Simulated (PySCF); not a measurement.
Species: C₄H₆N₂.
Z-matrix (Å and degrees, PBE0-D3(BJ)/def2-SVP geometry), rows numbered from 1:
```
C 
C   1  1.4853
C   2  1.3775  1  132.40
N   3  1.3678  2  111.08  1   179.97
C   4  1.3072  3  105.46  2     0.01
N   5  1.3625  4  111.49  3    -0.01
H   1  1.0981  2  109.68  3    -0.08
H   1  1.1028  2  112.11  3  -119.49
H   1  1.1028  2  112.12  3   119.33
H   3  1.0899  2  127.01  1    -0.02
H   5  1.0904  4  126.17  3   179.99
H   6  1.0113  2  125.86  1     0.04
```

Level: CAM-B3LYP/def2-SVPD in PySCF, non-relativistic, on one gas-phase PBE0-D3(BJ)/def2-SVP geometry that isn't relaxed in the solvent. The solvent is an IEF-PCM continuum (cavity from Bondi-type radii × 1.2). Only the electrostatic response of the medium enters.

Gas phase at CAM-B3LYP/def2-SVPD: HOMO -7.67 eV, LUMO 1.09 eV, dipole 4.06 D.

Question: What does the continuum do to the energy, the frontier levels and the dipole at CAM-B3LYP/def2-SVPD in tetrahydrofuran and acetone?

Answer: 
```tsv
solvent	ε	E(solvent) − E(gas) (kJ/mol)	polarisation term (kJ/mol)	distortion of the solute (kJ/mol)	HOMO (eV)	LUMO (eV)	dipole (D)
tetrahydrofuran	7.426	-31.94	-38.97	7.03	-7.70	1.46	5.34
acetone	20.49	-37.56	-47.38	9.82	-7.71	1.49	5.58
```

The polarisation term is half the interaction of the solute with the surface charges that it induces; the rest is the cost of distorting the solute's density. The sum is the electrostatic part of solvation alone. The atom shares or the degeneracy of the LUMO differ from the gas phase in acetone, so that column needn't follow one orbital. From tetrahydrofuran to acetone the lowering changes by a factor 1.18, Onsager's factor (ε − 1)/(2ε + 1) by 1.15 and ε itself by 2.8.

Question: Which radius a makes the point-dipole formula ΔE = −[(ε − 1)/(2ε + 1)]·μ²/a³ give the value in acetone, with the gas-phase dipole?

Answer: μ = 1.598 au and |ΔE| = 0.01430 Eh give a = 2.31 Å; the farthest nucleus lies 2.97 Å from the centroid of the nuclei, so such a sphere wouldn't even hold the nuclei. The formula assumes a rigid point dipole at the centre of a sphere.

Question: How does the static polarisability (CAM-B3LYP/def2-SVPD, frozen core, with the continuum's full static response) change?

Answer: 
```
         medium  isotropic (au)  principal values (au)  ⟨r²⟩ of the electrons (bohr²)
            gas            59.5       41.0, 63.5, 74.1                          502.7
tetrahydrofuran            76.2       52.4, 82.8, 93.3                          502.5
        acetone            79.4       55.1, 86.6, 96.5                          502.5
```

The isotropic value in acetone is 1.33 times the gas-phase one; no cavity-field correction is applied. ⟨r²⟩ is taken about the centre of nuclear charge.

The run took about 40 s of CPU time (one thread, shared machine). This is the whole response run at CAM-B3LYP/def2-SVPD in acetone, SCF included.
